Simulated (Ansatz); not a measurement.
A displaced shape of singlet SiO:

```xyz
2

Si   -0.0259   -0.0321   -0.5822
O    -0.0211   -0.0385    0.9933
```

It was optimised with HF/def2-SVP in Ansatz (development build ahead of 0.2.0) to forces under 0.001 eV/Å, with restricted orbitals. Each step stands on the lowest determinant of that kind that the program's search found.

Question: What shape does it relax to, and how does the optimisation go?

Answer:

```csv
atom,x (Å),y (Å),z (Å)
Si,-0.0257,-0.0323,-0.5404
O,-0.0212,-0.0384,0.9514
```

Bond lengths: Si1–O2 1.492 Å.

```
step  E − E(start) (eV)  largest force (eV/Å)
   1             0.0000                4.9097
   2            -0.1881                2.0834
   3            -0.2204                0.3587
   4            -0.2213                0.0110
   5            -0.2213                0.0001
```

The optimisation ended after 5 steps with its threshold met.
